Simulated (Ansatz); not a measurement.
# hcp Y

Level of theory: PBEsol in Ansatz (PAW).

Settings: plane-wave cutoff 520 eV, 16×16×10 k mesh (along the axes of the cell as run), Fermi–Dirac smearing 0.1 eV, perturbation theory, force constants from a 4×4×2 q mesh, scalar-relativistic PAW data made under PBE.

Cell: relaxed at this level.

```yaml
zero_point_energy: 0.020 eV/atom
```

Computing time: about 40 core-minutes (a rough figure).

Ansatz is a program for electronic structure.
